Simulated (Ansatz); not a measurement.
# B2H2 (singlet): the correlation ladder at distance B1–B2 = 1.402 Å, cc-pVDZ

How much of the correlation energy of B2H2 (singlet) does each wave-function method recover here?

Program: Ansatz 0.2.0, Gaussian basis. Level of theory: cc-pVDZ, core rule «outside noble gas», up to 2 orbitals frozen. These are calculated values, not measurements.

Plan: UHF; CCSD(T) on RHF; CCSD(T) on UHF; BCCD(T) on RHF; CISD; CCSDT(Q) on RHF; CCSDT(Q) on UHF; CISDTQ; CCSDTQ on RHF; CCSDTQ on UHF; CASSCF and MRCISD+Q, 2 electrons in 2 orbitals; CASSCF and NEVPT2, 2 electrons in 2 orbitals; CASSCF and MRCISD+Q, 8 electrons in 10 orbitals; CASSCF and NEVPT2, 8 electrons in 10 orbitals; Full CI; Full CI in the symmetry of the determinant.

## (1) The system

The geometry derives from a PBE0/def2-TZVP stationary point (not a proven minimum). One bond is set to the value named and the two fragments are kept rigid.

4 atoms, charge 0, spin multiplicity 1.

Atoms are counted from 1 here; the program's logs count them from 0.

Bond lengths: B1–B2 1.402 Å, B1–H3 1.176 Å, B2–H4 1.176 Å. Angles: B2–B1–H3 180.0°, B1–B2–H4 180.0°.

## (2) UHF

The input, in.yaml:

```yaml
crystal:
  periodic: [false, false, false]
  atoms:
    - {symbol: B, position_ang: [0.000000, 0.000000, 0.701000]}
    - {symbol: B, position_ang: [0.000000, 0.000000, -0.701000]}
    - {symbol: H, position_ang: [0.000000, 0.000000, 1.876734]}
    - {symbol: H, position_ang: [0.000000, 0.000000, -1.876734]}
basis:
  gaussian: {orbitals: cc-pVDZ}
magnetization: {spin_polarized: true, initial_magnetization: 0}
hamiltonian: {xc: hf}
output: {orbitals: {seedname: orbitals}}
```

On the command line:

```bash
> ansatz run in.yaml --threads 1 --pin off --events-out ev --progress --plain --max-ram 3956MiB --backend cpu
```

After this run come: CCSD(T) on RHF; CCSD(T) on UHF; BCCD(T) on RHF; CISD; CCSDT(Q) on RHF; CCSDT(Q) on UHF; CISDTQ; CCSDTQ on RHF; CCSDTQ on UHF; CASSCF and MRCISD+Q, 2 electrons in 2 orbitals; CASSCF and NEVPT2, 2 electrons in 2 orbitals; CASSCF and MRCISD+Q, 8 electrons in 10 orbitals; CASSCF and NEVPT2, 8 electrons in 10 orbitals; Full CI; Full CI in the symmetry of the determinant.

Q: Predict the results of all the runs planned. Wanted: FCI below the RHF energy; RMP2 from FCI; RCCSD from FCI; RCCSD(T) from FCI; RCCSDT(Q) from FCI; NEVPT2 valence from FCI; MRCISD+Q valence from FCI; T1 diagnostic; effectively unpaired electrons.

The runs gave:

| quantity | value |
| --- | --- |
| FCI below the RHF energy | -5.0019 eV |
| RMP2 from FCI | +124.4 kJ/mol |
| RCCSD from FCI | +33.4 kJ/mol |
| RCCSD(T) from FCI | +19.0 kJ/mol |
| RCCSDT(Q) from FCI | -0.9 kJ/mol |
| NEVPT2 valence from FCI | +66.1 kJ/mol |
| MRCISD+Q valence from FCI | -0.4 kJ/mol |
| levels within 1 kcal/mol (43 meV) | RCCSDT, RCCSDT(Q), RCCSDTQ, MRCISD+Q valence |
| T1 diagnostic | 0.010 |
| effectively unpaired electrons | 2.03 |

What this shows: RCCSD(T) misses by +19.0 kJ/mol, 3.9 % of the correlation energy. RCCSDT(Q), MRCISD+Q valence fall below full CI, which methods that aren't variational can do. With 2.0 effectively unpaired electrons against 0 the state is strongly multireference. Of the multireference levels listed MRCISD+Q valence comes nearest in total energy (-0.4 kJ/mol), which doesn't show that its space is the better one. These misses are within one basis, not against nature.
